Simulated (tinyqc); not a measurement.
Worked calculation (part 1 of 2): RHF in the sto-3g basis, for H2O, spin multiplicity 1. Computed by tinyqc, a small Python program that keeps every step (integrals from PySCF). Settings: charge = 0, multiplicity = 1, basis = sto-3g, energy threshold = 1e-09, iteration cap = 63, orthogonalisation = canonical, start = atomic densities, DIIS depth = 3, method = RHF. Command: `OMP_NUM_THREADS=1 python tinyqc.py 20463 20464 out.jsonl` (the two numbers bound the seeds that draw the settings). One thread of a shared host (Intel(R) Xeon(R) Processor @ 2.60GHz), about 0.1 s of CPU time with the checks. Later iterations appear only in the table of the cycle.

## One-electron integrals

Geometry (angstrom):
```
atom         x          y         z
O     0.000000   0.000000  0.000000
H     0.000000   1.058000  0.637000
H     0.000000  -1.058000  0.637000
```

Basis sto-3g: exponents (1/bohr^2) and contraction coefficients of normalised primitives:
```
element  l (shell)    exponent  coefficient
O            s (1)  130.709320     0.154329
O            s (1)   23.808861     0.535328
O            s (1)    6.443608     0.444635
O            s (2)    5.033151    -0.099967
O            s (2)    1.169596     0.399513
O            s (2)    0.380389     0.700115
O            p (3)    5.033151     0.155916
O            p (3)    1.169596     0.607684
O            p (3)    0.380389     0.391957
H            s (1)    3.425251     0.154329
H            s (1)    0.623914     0.535328
H            s (1)    0.168855     0.444635
```

Overlap, kinetic and nuclear-attraction integrals over the contracted functions; the nuclear repulsion is the sum of Za Zb / Rab.

nuclear repulsion = 7.10602767 hartree

overlap S, lower triangle:
```
           1O 1s     1O 2s    1O 2px     1O 2py    1O 2pz     2H 1s     3H 1s
1O 1s   1.000000
1O 2s   0.236704  1.000000
1O 2px  0.000000  0.000000  1.000000
1O 2py  0.000000  0.000000  0.000000   1.000000
1O 2pz  0.000000  0.000000  0.000000   0.000000  1.000000
2H 1s   0.027945  0.312637  0.000000   0.247640  0.149099  1.000000
3H 1s   0.027945  0.312637  0.000000  -0.247640  0.149099  0.098251  1.000000
```

kinetic energy T (hartree), lower triangle:
```
            1O 1s     1O 2s    1O 2px     1O 2py    1O 2pz      2H 1s     3H 1s
1O 1s   29.003200
1O 2s   -0.168011  0.808128
1O 2px   0.000000  0.000000  2.528731
1O 2py   0.000000  0.000000  0.000000   2.528731
1O 2pz   0.000000  0.000000  0.000000   0.000000  2.528731
2H 1s   -0.008548  0.032650  0.000000   0.100538  0.060532   0.760032
3H 1s   -0.008548  0.032650  0.000000  -0.100538  0.060532  -0.011108  0.760032
```

nuclear attraction V (hartree), lower triangle:
```
             1O 1s      1O 2s     1O 2px     1O 2py     1O 2pz      2H 1s      3H 1s
1O 1s   -61.475448
1O 2s    -7.385933  -9.907219
1O 2px    0.000000   0.000000  -9.789818
1O 2py    0.000000   0.000000   0.000000  -9.887636
1O 2pz   -0.009621  -0.119702   0.000000   0.000000  -9.825277
2H 1s    -0.891146  -2.292321   0.000000  -1.585187  -0.978093  -4.863057
3H 1s    -0.891146  -2.292321   0.000000   1.585187  -0.978093  -0.552681  -4.863057
```

core Hamiltonian H = T + V (hartree), lower triangle:
```
             1O 1s      1O 2s     1O 2px     1O 2py     1O 2pz      2H 1s      3H 1s
1O 1s   -32.472248
1O 2s    -7.553944  -9.099091
1O 2px    0.000000   0.000000  -7.261087
1O 2py    0.000000   0.000000   0.000000  -7.358905
1O 2pz   -0.009621  -0.119702   0.000000   0.000000  -7.296546
2H 1s    -0.899694  -2.259671   0.000000  -1.484649  -0.917562  -4.103025
3H 1s    -0.899694  -2.259671   0.000000   1.484649  -0.917562  -0.563789  -4.103025
```

## Two-electron integrals

Functions are numbered as in S; the eight-fold symmetry (ij|kl) = (ji|kl) = (kl|ij) leaves the list below.

Two-electron integrals (ij|kl) in chemists' order, unique and non-zero (hartree):
```
(11|11) 4.785065    (21|11) 0.741380    (21|21) 0.136873    (22|11) 1.118947
(22|21) 0.256633    (22|22) 0.817206    (31|31) 0.024477    (32|31) 0.037809
(32|32) 0.180518    (33|11) 1.115814    (33|21) 0.256684    (33|22) 0.817023
(33|33) 0.880159    (41|41) 0.024477    (42|41) 0.037809    (42|42) 0.180518
(43|43) 0.047444    (44|11) 1.115814    (44|21) 0.256684    (44|22) 0.817023
(44|33) 0.785270    (44|44) 0.880159    (51|51) 0.024477    (52|51) 0.037809
(52|52) 0.180518    (53|53) 0.047444    (54|54) 0.047444    (55|11) 1.115814
(55|21) 0.256684    (55|22) 0.817023    (55|33) 0.785270    (55|44) 0.785270
(55|55) 0.880159    (61|11) 0.088456    (61|21) 0.016212    (61|22) 0.030270
(61|33) 0.030212    (61|41) 0.000620    (61|42) 0.001174    (61|44) 0.030343
(61|51) 0.000373    (61|52) 0.000707    (61|54) 0.000079    (61|55) 0.030260
(61|61) 0.001944    (62|11) 0.243939    (62|21) 0.056777    (62|22) 0.203828
(62|33) 0.200181    (62|41) 0.003634    (62|42) 0.029359    (62|44) 0.208061
(62|51) 0.002188    (62|52) 0.017677    (62|54) 0.004745    (62|55) 0.203037
(62|61) 0.006870    (62|62) 0.066320    (63|31) 0.005578    (63|32) 0.033772
(63|43) 0.005884    (63|53) 0.003543    (63|63) 0.008837    (64|11) 0.161120
(64|21) 0.037948    (64|22) 0.145500    (64|33) 0.139125    (64|41) 0.007680
(64|42) 0.053282    (64|44) 0.156169    (64|51) 0.001266    (64|52) 0.011747
(64|54) 0.006719    (64|55) 0.141038    (64|61) 0.004765    (64|62) 0.057612
(64|64) 0.058344    (65|11) 0.097007    (65|21) 0.022848    (65|22) 0.087603
(65|33) 0.083764    (65|41) 0.001266    (65|42) 0.011747    (65|44) 0.086941
(65|51) 0.006340    (65|52) 0.040844    (65|54) 0.007797    (65|55) 0.092001
(65|61) 0.002869    (65|62) 0.034687    (65|64) 0.029807    (65|65) 0.026783
(66|11) 0.423105    (66|21) 0.100029    (66|22) 0.413988    (66|33) 0.398701
(66|41) 0.007345    (66|42) 0.084147    (66|44) 0.432012    (66|51) 0.004422
(66|52) 0.050663    (66|54) 0.020056    (66|55) 0.410776    (66|61) 0.012166
(66|62) 0.179988    (66|64) 0.178658    (66|65) 0.107566    (66|66) 0.774606
(71|11) 0.088456    (71|21) 0.016212    (71|22) 0.030270    (71|33) 0.030212
(71|41) -0.000620   (71|42) -0.001174   (71|44) 0.030343    (71|51) 0.000373
(71|52) 0.000707    (71|54) -0.000079   (71|55) 0.030260    (71|61) 0.001910
(71|62) 0.006622    (71|64) 0.004258    (71|65) 0.002770    (71|66) 0.011648
(71|71) 0.001944    (72|11) 0.243939    (72|21) 0.056777    (72|22) 0.203828
(72|33) 0.200181    (72|41) -0.003634   (72|42) -0.029359   (72|44) 0.208061
(72|51) 0.002188    (72|52) 0.017677    (72|54) -0.004745   (72|55) 0.203037
(72|61) 0.006622    (72|62) 0.050129    (72|64) 0.030784    (72|65) 0.025366
(72|66) 0.106333    (72|71) 0.006870    (72|72) 0.066320    (73|31) 0.005578
(73|32) 0.033772    (73|43) -0.005884   (73|53) 0.003543    (73|63) 0.006350
(73|73) 0.008837    (74|11) -0.161120   (74|21) -0.037948   (74|22) -0.145500
(74|33) -0.139125   (74|41) 0.007680    (74|42) 0.053282    (74|44) -0.156169
(74|51) -0.001266   (74|52) -0.011747   (74|54) 0.006719    (74|55) -0.141038
(74|61) -0.004258   (74|62) -0.030784   (74|64) -0.013092   (74|65) -0.015325
(74|66) -0.061808   (74|71) -0.004765   (74|72) -0.057612   (74|74) 0.058344
(75|11) 0.097007    (75|21) 0.022848    (75|22) 0.087603    (75|33) 0.083764
(75|41) -0.001266   (75|42) -0.011747   (75|44) 0.086941    (75|51) 0.006340
(75|52) 0.040844    (75|54) -0.007797   (75|55) 0.092001    (75|61) 0.002770
(75|62) 0.025366    (75|64) 0.015325    (75|65) 0.018996    (75|66) 0.058138
(75|71) 0.002869    (75|72) 0.034687    (75|74) -0.029807   (75|75) 0.026783
(76|11) 0.055941    (76|21) 0.013132    (76|22) 0.050972    (76|33) 0.049913
(76|44) 0.051104    (76|51) 0.000811    (76|52) 0.007776    (76|55) 0.051843
(76|61) 0.001567    (76|62) 0.015978    (76|64) 0.012209    (76|65) 0.009447
(76|66) 0.044660    (76|71) 0.001567    (76|72) 0.015978    (76|74) -0.012209
(76|75) 0.009447    (76|76) 0.004889    (77|11) 0.423105    (77|21) 0.100029
(77|22) 0.413988    (77|33) 0.398701    (77|41) -0.007345   (77|42) -0.084147
(77|44) 0.432012    (77|51) 0.004422    (77|52) 0.050663    (77|54) -0.020056
(77|55) 0.410776    (77|61) 0.011648    (77|62) 0.106333    (77|64) 0.061808
(77|65) 0.058138    (77|66) 0.249538    (77|71) 0.012166    (77|72) 0.179988
(77|74) -0.178658   (77|75) 0.107566    (77|76) 0.044660    (77|77) 0.774606
```

## Orthogonalisation

S = U s U^T; canonical form X = U s^(-1/2), so that X^T S X = 1. Each column of U has its largest component positive (the first on a tie).

eigenvalues of S: 0.516619  0.597229  0.900187  1.000000  1.086832  1.304520  1.594613

X:
```
                1          2          3         4          5          6         7
1O 1s   -0.404376   0.000000   0.700761  0.000000  -0.596822   0.000000  0.232699
1O 2s    0.965968   0.000000  -0.241980  0.000000  -0.263639   0.000000  0.494350
1O 2px   0.000000   0.000000   0.000000  1.000000   0.000000   0.000000  0.000000
1O 2py   0.000000   0.849060   0.000000  0.000000   0.000000   0.660701  0.000000
1O 2pz   0.366243   0.000000   0.677139  0.000000   0.650168   0.000000  0.191582
2H 1s   -0.593681  -0.690469  -0.226653  0.000000   0.189321   0.406227  0.382019
3H 1s   -0.593681   0.690469  -0.226653  0.000000   0.189321  -0.406227  0.382019
```

## Starting guess

The start is atomic minimal-basis densities projected into this basis (PySCF's MINAO start) and scaled to the electron count of each spin; this density is not idempotent, so its energy is not variational and may lie below the converged one.

D at the start, lower triangle:
```
            1O 1s      1O 2s    1O 2px     1O 2py    1O 2pz     2H 1s     3H 1s
1O 1s    2.143997
1O 2s   -0.494325   2.097796
1O 2px   0.000000   0.000000  1.307969
1O 2py   0.000000   0.000000  0.000000   1.188939
1O 2pz   0.010825  -0.054024  0.000000   0.000000  1.268054
2H 1s   -0.016302   0.061934  0.000000   0.121125  0.061801  0.993637
3H 1s   -0.016302   0.061934  0.000000  -0.121125  0.061801  0.038264  0.993637
```

## Iteration 1: building the Fock matrix

J_ij = sum D_kl (ij|kl), K_ij = sum D_kl (ik|jl); F = H + J - 0.5 K; E = tr D H + tr D J / 2 - 0.25 tr D K + E_nn.

Coulomb J (hartree), lower triangle:
```
            1O 1s     1O 2s    1O 2px     1O 2py    1O 2pz     2H 1s     3H 1s
1O 1s   17.076335
1O 2s    3.195801  7.902970
1O 2px   0.000000  0.000000  7.864985
1O 2py   0.000000  0.000000  0.000000   7.930966
1O 2pz   0.007994  0.102712  0.000000   0.000000  7.889009
2H 1s    0.379226  1.987808  0.000000   1.431809  0.883700  4.361804
3H 1s    0.379226  1.987808  0.000000  -1.431809  0.883700  0.506077  4.361804
```

exchange K (hartree), lower triangle:
```
           1O 1s     1O 2s    1O 2px     1O 2py    1O 2pz     2H 1s     3H 1s
1O 1s   9.908140
1O 2s   1.667429  2.634732
1O 2px  0.000000  0.000000  1.691359
1O 2py  0.000000  0.000000  0.000000   1.767432
1O 2pz  0.006939  0.066535  0.000000   0.000000  1.719249
2H 1s   0.220071  0.827310  0.000000   0.490085  0.314575  1.104266
3H 1s   0.220071  0.827310  0.000000  -0.490085  0.314575  0.226400  1.104266
```

Fock matrix F (hartree), lower triangle:
```
             1O 1s      1O 2s     1O 2px     1O 2py     1O 2pz      2H 1s      3H 1s
1O 1s   -20.349983
1O 2s    -5.191857  -2.513487
1O 2px    0.000000   0.000000  -0.241781
1O 2py    0.000000   0.000000   0.000000  -0.311656
1O 2pz   -0.005096  -0.050257   0.000000   0.000000  -0.267162
2H 1s    -0.630503  -0.685518   0.000000  -0.297883  -0.191149  -0.293354
3H 1s    -0.630503  -0.685518   0.000000   0.297883  -0.191149  -0.170912  -0.293354
```

total energy of this density = -74.93272019 hartree

This density is the starting one; it is not idempotent, so its energy is not variational and may lie below the converged one.

## Iteration 1: diagonalisation and new density

Diagonalise F' = X^T F X, C = X C', fill 5 alpha and 5 beta electrons from the bottom; D = 2 C_occ C_occ^T. Each column has its largest component positive (the first on a tie).

F' = X^T F X (hartree), lower triangle:
```
           1          2          3          4          5          6          7
1  -0.880773
2   0.000000   0.357115
3   2.809789   0.000000  -8.170628
4   0.000000   0.000000   0.000000  -0.241781
5  -2.509549   0.000000   8.149171   0.000000  -8.854434
6   0.000000  -0.039846   0.000000   0.000000   0.000000  -0.496257
7   1.014324   0.000000  -4.567190   0.000000   5.022754   0.000000  -3.863947
```

orbital energies (hartree): MO1 -20.358167, MO2 -1.296173, MO3 -0.498113, MO4 -0.340621, MO5 -0.241781, MO6 0.225179, MO7 0.358971

coefficients C:
```
              MO1        MO2        MO3        MO4       MO5        MO6        MO7
1O 1s    0.994553  -0.247269   0.000000   0.063022  0.000000   0.103352   0.000000
1O 2s    0.022894   0.935220   0.000000  -0.314464  0.000000  -0.575750   0.000000
1O 2px   0.000000   0.000000   0.000000   0.000000  1.000000   0.000000   0.000000
1O 2py   0.000000   0.000000   0.699500   0.000000  0.000000   0.000000   0.817391
1O 2pz   0.001245   0.043960   0.000000   0.841506  0.000000  -0.584814   0.000000
2H 1s   -0.003302   0.119977   0.373652   0.275356  0.000000   0.703834  -0.708627
3H 1s   -0.003302   0.119977  -0.373652   0.275356  0.000000   0.703834   0.708627
```

D after iteration 1, lower triangle:
```
            1O 1s      1O 2s    1O 2px     1O 2py    1O 2pz      2H 1s     3H 1s
1O 1s    2.108498
1O 2s   -0.456599   1.948096
1O 2px   0.000000   0.000000  2.000000
1O 2py   0.000000   0.000000  0.000000   0.978601
1O 2pz   0.086802  -0.446966  0.000000   0.000000  1.420133
2H 1s   -0.031195   0.051080  0.000000   0.522739  0.473968   0.459685
3H 1s   -0.031195   0.051080  0.000000  -0.522739  0.473968  -0.098778  0.459685
```

## Iteration 2: building the Fock matrix

As before.

Coulomb J (hartree), lower triangle:
```
            1O 1s      1O 2s    1O 2px     1O 2py    1O 2pz     2H 1s     3H 1s
1O 1s   17.437807
1O 2s    3.288851   8.189527
1O 2px   0.000000   0.000000  8.197433
1O 2py   0.000000   0.000000  0.000000   8.174159
1O 2pz  -0.010576  -0.004244  0.000000   0.000000  8.173324
2H 1s    0.389750   2.025321  0.000000   1.443664  0.872852  4.264465
3H 1s    0.389750   2.025321  0.000000  -1.443664  0.872852  0.508509  4.264465
```

exchange K (hartree), lower triangle:
```
           1O 1s      1O 2s    1O 2px     1O 2py    1O 2pz     2H 1s     3H 1s
1O 1s   9.782273
1O 2s   1.661490   2.620822
1O 2px  0.000000   0.000000  2.274969
1O 2py  0.000000   0.000000  0.000000   1.797778
1O 2pz  0.001873  -0.135806  0.000000   0.000000  1.979162
2H 1s   0.208941   0.742114  0.000000   0.564384  0.384231  0.862917
3H 1s   0.208941   0.742114  0.000000  -0.564384  0.384231  0.140116  0.862917
```

Fock matrix F (hartree), lower triangle:
```
             1O 1s      1O 2s     1O 2px     1O 2py     1O 2pz      2H 1s      3H 1s
1O 1s   -19.925578
1O 2s    -5.095838  -2.219975
1O 2px    0.000000   0.000000  -0.201138
1O 2py    0.000000   0.000000   0.000000  -0.083635
1O 2pz   -0.021133  -0.056043   0.000000   0.000000  -0.112803
2H 1s    -0.614414  -0.605407   0.000000  -0.323178  -0.236825  -0.270019
3H 1s    -0.614414  -0.605407   0.000000   0.323178  -0.236825  -0.125338  -0.270019
```

total energy of this density = -74.79758514 hartree

## Iteration 2: DIIS over 2 matrices

error matrix X^T (FDS - SDF) X:
```
           1          2          3         4          5         6         7
1   0.000000   0.000000   0.028801  0.000000   0.143796  0.000000  0.112767
2   0.000000   0.000000   0.000000  0.000000   0.000000  0.303553  0.000000
3  -0.028801   0.000000   0.000000  0.000000   0.075661  0.000000  0.068925
4   0.000000   0.000000   0.000000  0.000000   0.000000  0.000000  0.000000
5  -0.143796   0.000000  -0.075661  0.000000   0.000000  0.000000  0.047882
6   0.000000  -0.303553   0.000000  0.000000   0.000000  0.000000  0.000000
7  -0.112767   0.000000  -0.068925  0.000000  -0.047882  0.000000  0.000000
```

B (overlaps of the stored error matrices):
```
               1              2
1  2.9589377e+00  1.8834049e-02
2  1.8834049e-02  2.7827153e-01
```

Minimise |sum c_i e_i|^2 with sum c_i = 1: solve [B -1; -1 0][c; lambda] = [0; -1] with B_ij = tr e_i^T e_j, and take F = sum c_i F_i.

DIIS coefficients: 0.081086  0.918914

extrapolated F (hartree), lower triangle:
```
             1O 1s      1O 2s     1O 2px     1O 2py     1O 2pz      2H 1s      3H 1s
1O 1s   -19.959991
1O 2s    -5.103624  -2.243775
1O 2px    0.000000   0.000000  -0.204434
1O 2py    0.000000   0.000000   0.000000  -0.102124
1O 2pz   -0.019833  -0.055574   0.000000   0.000000  -0.125319
2H 1s    -0.615719  -0.611903   0.000000  -0.321127  -0.233121  -0.271911
3H 1s    -0.615719  -0.611903   0.000000   0.321127  -0.233121  -0.129033  -0.271911
```

## Iteration 2: diagonalisation and new density

As before.

F' = X^T F X (hartree), lower triangle:
```
           1         2          3          4          5          6          7
1  -0.688164
2   0.000000  0.543187
3   2.774095  0.000000  -7.901423
4   0.000000  0.000000   0.000000  -0.204434
5  -2.417002  0.000000   8.069336   0.000000  -8.633294
6   0.000000  0.094333   0.000000   0.000000   0.000000  -0.436490
7   1.088056  0.000000  -4.550480   0.000000   4.896456   0.000000  -3.686671
```

orbital energies (hartree): MO1 -19.968523, MO2 -1.048821, MO3 -0.445490, MO4 -0.277017, MO5 -0.204434, MO6 0.384809, MO7 0.552187

coefficients C:
```
              MO1        MO2        MO3        MO4       MO5        MO6        MO7
1O 1s    0.994414  -0.239862   0.000000   0.091428  0.000000  -0.100892   0.000000
1O 2s    0.023547   0.895513   0.000000  -0.446451  0.000000   0.551109   0.000000
1O 2px   0.000000   0.000000   0.000000   0.000000  1.000000   0.000000   0.000000
1O 2py   0.000000   0.000000   0.577068   0.000000  0.000000   0.000000   0.907976
1O 2pz   0.002100   0.075173   0.000000   0.752570  0.000000   0.692861   0.000000
2H 1s   -0.003761   0.159056   0.469973   0.357528  0.000000  -0.657624  -0.648763
3H 1s   -0.003761   0.159056  -0.469973   0.357528  0.000000  -0.657624   0.648763
```

D after iteration 2, lower triangle:
```
            1O 1s      1O 2s    1O 2px     1O 2py    1O 2pz      2H 1s     3H 1s
1O 1s    2.109503
1O 2s   -0.464405   2.003632
1O 2px   0.000000   0.000000  2.000000
1O 2py   0.000000   0.000000  0.000000   0.666014
1O 2pz   0.105727  -0.537236  0.000000   0.000000  1.144036
2H 1s   -0.018408  -0.034541  0.000000   0.542412  0.562028   0.748028
3H 1s   -0.018408  -0.034541  0.000000  -0.542412  0.562028  -0.135469  0.748028
```
